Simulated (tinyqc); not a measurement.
Inside a calculation. Method: G0W0 on RHF in the sto-3g basis, for BH2+, spin multiplicity 1. One step of it, computed by the program tinyqc.

Problem. Integrals over molecular orbitals. (pq|rs) = sum C_ip C_jq C_kr C_ls (ij|kl), one index at a time.

coefficients C, order 1B 1s, 1B 2s, 1B 2px, 1B 2py, 1B 2pz, 2H 1s, 3H 1s:
$$\begin{pmatrix}
0.992051 & -0.236714 & 0.000000 & 0.129195 & 0.000000 & -0.198288 & 0.000000 \\
0.031917 & 0.612209 & 0.000000 & -0.552728 & 0.000000 & 1.311194 & 0.000000 \\
0.000000 & 0.000000 & 0.000000 & 0.000000 & 1.000000 & 0.000000 & 0.000000 \\
0.000000 & 0.000000 & 0.591244 & 0.000000 & 0.000000 & 0.000000 & 1.251441 \\
0.002148 & 0.132126 & 0.000000 & 0.833212 & 0.000000 & 0.755023 & 0.000000 \\
-0.005813 & 0.307887 & 0.377193 & 0.179357 & 0.000000 & -0.994508 & -0.984005 \\
-0.005813 & 0.307887 & -0.377193 & 0.179357 & 0.000000 & -0.994508 & 0.984005
\end{pmatrix}$$

core Hamiltonian H = T + V (hartree), order 1B 1s, 1B 2s, 1B 2px, 1B 2py, 1B 2pz, 2H 1s, 3H 1s:
$$\begin{pmatrix}
-13.289742 & -3.448215 & 0.000000 & 0.000000 & -0.021345 & -1.075741 & -1.075741 \\
-3.448215 & -4.331515 & 0.000000 & 0.000000 & -0.174664 & -2.147575 & -2.147575 \\
0.000000 & 0.000000 & -3.443881 & 0.000000 & 0.000000 & 0.000000 & 0.000000 \\
0.000000 & 0.000000 & 0.000000 & -3.657448 & 0.000000 & -1.601547 & 1.601547 \\
-0.021345 & -0.174664 & 0.000000 & 0.000000 & -3.509274 & -0.927136 & -0.927136 \\
-1.075741 & -2.147575 & 0.000000 & -1.601547 & -0.927136 & -3.113134 & -0.592117 \\
-1.075741 & -2.147575 & 0.000000 & 1.601547 & -0.927136 & -0.592117 & -3.113134
\end{pmatrix}$$

Two-electron integrals (ij|kl) in chemists' order, unique and non-zero (hartree):
```
(11|11) 2.923513    (21|11) 0.518376    (21|21) 0.109262    (22|11) 0.744229
(22|21) 0.193177    (22|22) 0.544804    (31|31) 0.020264    (32|31) 0.029996
(32|32) 0.120346    (33|11) 0.742491    (33|21) 0.193240    (33|22) 0.544682
(33|33) 0.586773    (41|41) 0.020264    (42|41) 0.029996    (42|42) 0.120346
(43|43) 0.031630    (44|11) 0.742491    (44|21) 0.193240    (44|22) 0.544682
(44|33) 0.523513    (44|44) 0.586773    (51|51) 0.020264    (52|51) 0.029996
(52|52) 0.120346    (53|53) 0.031630    (54|54) 0.031630    (55|11) 0.742491
(55|21) 0.193240    (55|22) 0.544682    (55|33) 0.523513    (55|44) 0.523513
(55|55) 0.586773    (61|11) 0.160392    (61|21) 0.033633    (61|22) 0.059462
(61|33) 0.059170    (61|41) 0.002182    (61|42) 0.003946    (61|44) 0.059867
(61|51) 0.001208    (61|52) 0.002184    (61|54) 0.000386    (61|55) 0.059383
(61|61) 0.010693    (62|11) 0.329098    (62|21) 0.086424    (62|22) 0.261605
(62|33) 0.254729    (62|41) 0.008329    (62|42) 0.047129    (62|44) 0.270345
(62|51) 0.004609    (62|52) 0.026079    (62|54) 0.008641    (62|55) 0.259511
(62|61) 0.028270    (62|62) 0.162440    (63|31) 0.009400    (63|32) 0.041842
(63|43) 0.009232    (63|53) 0.005109    (63|63) 0.019847    (64|11) 0.251543
(64|21) 0.067025    (64|22) 0.214139    (64|33) 0.202702    (64|41) 0.015079
(64|42) 0.077634    (64|44) 0.233130    (64|51) 0.003143    (64|52) 0.019805
(64|54) 0.011729    (64|55) 0.206365    (64|61) 0.023200    (64|62) 0.156445
(64|64) 0.167438    (65|11) 0.139191    (65|21) 0.037088    (65|22) 0.118493
(65|33) 0.112165    (65|41) 0.003143    (65|42) 0.019805    (65|44) 0.118785
(65|51) 0.011139    (65|52) 0.052801    (65|54) 0.012895    (65|55) 0.124409
(65|61) 0.012838    (65|62) 0.086568    (65|64) 0.081669    (65|65) 0.065038
(66|11) 0.472904    (66|21) 0.126561    (66|22) 0.427950    (66|33) 0.402385
(66|41) 0.016378    (66|42) 0.117315    (66|44) 0.460793    (66|51) 0.009063
(66|52) 0.064916    (66|54) 0.032320    (66|55) 0.420269    (66|61) 0.042508
(66|62) 0.323743    (66|64) 0.341473    (66|65) 0.188953    (66|66) 0.774606
(71|11) 0.160392    (71|21) 0.033633    (71|22) 0.059462    (71|33) 0.059170
(71|41) -0.002182   (71|42) -0.003946   (71|44) 0.059867    (71|51) 0.001208
(71|52) 0.002184    (71|54) -0.000386   (71|55) 0.059383    (71|61) 0.010183
(71|62) 0.025813    (71|64) 0.018887    (71|65) 0.011723    (71|66) 0.037391
(71|71) 0.010693    (72|11) 0.329098    (72|21) 0.086424    (72|22) 0.261605
(72|33) 0.254729    (72|41) -0.008329   (72|42) -0.047129   (72|44) 0.270345
(72|51) 0.004609    (72|52) 0.026079    (72|54) -0.008641   (72|55) 0.259511
(72|61) 0.025813    (72|62) 0.113676    (72|64) 0.079272    (72|65) 0.059051
(72|66) 0.177641    (72|71) 0.028270    (72|72) 0.162440    (73|31) 0.009400
(73|32) 0.041842    (73|43) -0.009232   (73|53) 0.005109    (73|63) 0.012837
(73|73) 0.019847    (74|11) -0.251543   (74|21) -0.067025   (74|22) -0.214139
(74|33) -0.202702   (74|41) 0.015079    (74|42) 0.077634    (74|44) -0.233130
(74|51) -0.003143   (74|52) -0.019805   (74|54) 0.011729    (74|55) -0.206365
(74|61) -0.018887   (74|62) -0.079272   (74|64) -0.043978   (74|65) -0.040316
(74|66) -0.113962   (74|71) -0.023200   (74|72) -0.156445   (74|74) 0.167438
(75|11) 0.139191    (75|21) 0.037088    (75|22) 0.118493    (75|33) 0.112165
(75|41) -0.003143   (75|42) -0.019805   (75|44) 0.118785    (75|51) 0.011139
(75|52) 0.052801    (75|54) -0.012895   (75|55) 0.124409    (75|61) 0.011723
(75|62) 0.059051    (75|64) 0.040316    (75|65) 0.042815    (75|66) 0.097363
(75|71) 0.012838    (75|72) 0.086568    (75|74) -0.081669   (75|75) 0.065038
(76|11) 0.084663    (76|21) 0.022188    (76|22) 0.067396    (76|33) 0.065574
(76|44) 0.067942    (76|51) 0.002014    (76|52) 0.011327    (76|55) 0.068614
(76|61) 0.006998    (76|62) 0.036319    (76|64) 0.030308    (76|65) 0.021102
(76|66) 0.065914    (76|71) 0.006998    (76|72) 0.036319    (76|74) -0.030308
(76|75) 0.021102    (76|76) 0.009894    (77|11) 0.472904    (77|21) 0.126561
(77|22) 0.427950    (77|33) 0.402385    (77|41) -0.016378   (77|42) -0.117315
(77|44) 0.460793    (77|51) 0.009063    (77|52) 0.064916    (77|54) -0.032320
(77|55) 0.420269    (77|61) 0.037391    (77|62) 0.177641    (77|64) 0.113962
(77|65) 0.097363    (77|66) 0.275473    (77|71) 0.042508    (77|72) 0.323743
(77|74) -0.341473   (77|75) 0.188953    (77|76) 0.065914    (77|77) 0.774606
```

Give: one-electron integrals over orbitals h = C^T H C; Two-electron integrals over orbitals.

Solution.

one-electron integrals over orbitals h = C^T H C (hartree):
$$\begin{pmatrix}
-13.276 & 0.290 & 0.000 & -0.182 & 0.000 & 0.202 & 0.000 \\
0.290 & -3.616 & 0.000 & 0.026 & 0.000 & -0.481 & 0.000 \\
0.000 & 0.000 & -3.425 & 0.000 & 0.000 & 0.000 & -0.483 \\
-0.182 & 0.026 & 0.000 & -3.373 & 0.000 & -0.217 & 0.000 \\
0.000 & 0.000 & 0.000 & 0.000 & -3.444 & 0.000 & 0.000 \\
0.202 & -0.481 & 0.000 & -0.217 & 0.000 & -2.708 & 0.000 \\
0.000 & 0.000 & -0.483 & 0.000 & 0.000 & 0.000 & -2.721
\end{pmatrix}$$

Two-electron integrals over orbitals (pq|rs), unique and non-zero (hartree):
```
(11|11) 2.890       (21|11) -0.258      (21|21) 0.037       (22|11) 0.635
(22|21) -0.007      (22|22) 0.501       (31|31) 0.010       (32|31) 0.017
(32|32) 0.148       (33|11) 0.594       (33|21) -3.65e-03   (33|22) 0.492
(33|33) 0.512       (41|11) 0.140       (41|21) -0.017      (41|22) 0.016
(41|33) 0.008       (41|41) 0.027       (42|11) -0.051      (42|21) 0.007
(42|22) 0.035       (42|33) 0.019       (42|41) 0.014       (42|42) 0.063
(43|31) -2.84e-03   (43|32) 0.013       (43|43) 0.028       (44|11) 0.720
(44|21) -0.014      (44|22) 0.448       (44|33) 0.446       (44|41) -0.012
(44|42) -0.063      (44|44) 0.602       (51|51) 0.022       (52|51) 0.022
(52|52) 0.074       (53|53) 0.021       (54|51) -0.012      (54|52) -0.030
(54|54) 0.044       (55|11) 0.742       (55|21) -0.010      (55|22) 0.481
(55|33) 0.460       (55|41) 4.87e-03    (55|42) -0.025      (55|44) 0.516
(55|55) 0.587       (61|11) -0.207      (61|21) 0.032       (61|22) -1.63e-04
(61|33) -6.05e-04   (61|41) -4.68e-03   (61|42) 0.013       (61|44) -0.018
(61|55) -0.005      (61|61) 0.034       (62|11) 0.192       (62|21) -0.007
(62|22) 0.042       (62|33) 0.008       (62|41) 0.013       (62|42) -1.31e-03
(62|44) 0.060       (62|55) 0.093       (62|61) 1.43e-04    (62|62) 0.087
(63|31) -1.75e-04   (63|32) -0.072      (63|43) -0.018      (63|63) 0.075
(64|11) 0.070       (64|21) 5.40e-04    (64|22) 0.022       (64|33) 0.005
(64|41) 0.006       (64|42) 0.008       (64|44) 0.030       (64|55) 0.027
(64|61) 4.25e-03    (64|62) 0.039       (64|64) 0.025       (65|51) 0.018
(65|52) 0.055       (65|54) -0.016      (65|65) 0.049       (66|11) 0.642
(66|21) -0.007      (66|22) 0.513       (66|33) 0.502       (66|41) 0.024
(66|42) 0.059       (66|44) 0.426       (66|55) 0.470       (66|61) 4.95e-03
(66|62) 0.027       (66|64) 0.020       (66|66) 0.564       (71|31) 0.015
(71|32) 0.022       (71|43) -0.005      (71|63) 5.38e-04    (71|71) 0.023
(72|31) 0.006       (72|32) -0.028      (72|43) -0.030      (72|63) 0.051
(72|71) 0.010       (72|72) 0.054       (73|11) 0.206       (73|21) -0.007
(73|22) 0.020       (73|33) 0.020       (73|41) -2.77e-03   (73|42) -0.051
(73|44) 0.102       (73|55) 0.093       (73|61) -0.008      (73|62) 0.065
(73|64) 0.024       (73|66) -0.018      (73|73) 0.106       (74|31) -0.010
(74|32) -0.069      (74|43) 0.013       (74|63) 0.034       (74|71) -0.014
(74|72) 2.85e-03    (74|74) 0.055       (75|53) 0.016       (75|75) 0.018
(76|31) 0.011       (76|32) 0.119       (76|43) 0.025       (76|63) -0.082
(76|71) 0.014       (76|72) -0.050      (76|74) -0.052      (76|76) 0.123
(77|11) 0.675       (77|21) -0.010      (77|22) 0.487       (77|33) 0.508
(77|41) 3.80e-03    (77|42) 2.55e-03    (77|44) 0.479       (77|55) 0.474
(77|61) -0.008      (77|62) 0.005       (77|64) 9.57e-04    (77|66) 0.506
(77|73) 0.029       (77|77) 0.536
```
